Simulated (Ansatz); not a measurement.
Species: C3H5, net charge -1, singlet state. It need not be the lowest isomer of its formula. Whether it binds its extra electron was not tested at this geometry. 
Structure (B3LYP-D3(BJ)/def2-TZVP (Ansatz, a quantum-chemistry and plane-wave program) minimum search):
```xyz
8

C      0.0127     0.9643     0.0945
C      0.7497    -0.3690     0.0251
C     -0.7591    -0.3492     0.0253
H      0.0187     1.4322    -0.9037
H      1.2115    -0.7542    -0.8942
H      1.2798    -0.7332     0.9111
H     -1.2984    -0.6992     0.9115
H     -1.2312    -0.7221    -0.8938
```
Charge -1, spin multiplicity 1.

Basis-set convergence of Hartree-Fock and CCSD correlation energies (hartree) with Ansatz. Cores are frozen in the correlated levels unless marked. No spin-orbit coupling. No relativistic terms. This anion needs diffuse functions, which these sets lack.

| basis | functions | E(HF) | E(corr, CCSD) |
|---|---|---|---|
| cc-pVDZ | - | -116.36912 | -0.46621 |
| cc-pVTZ | 160 | [?] | [?] |

What belongs in the gaps?


- cc-pVTZ, E(HF): -116.40717
- cc-pVTZ, E(corr, CCSD): -0.55492
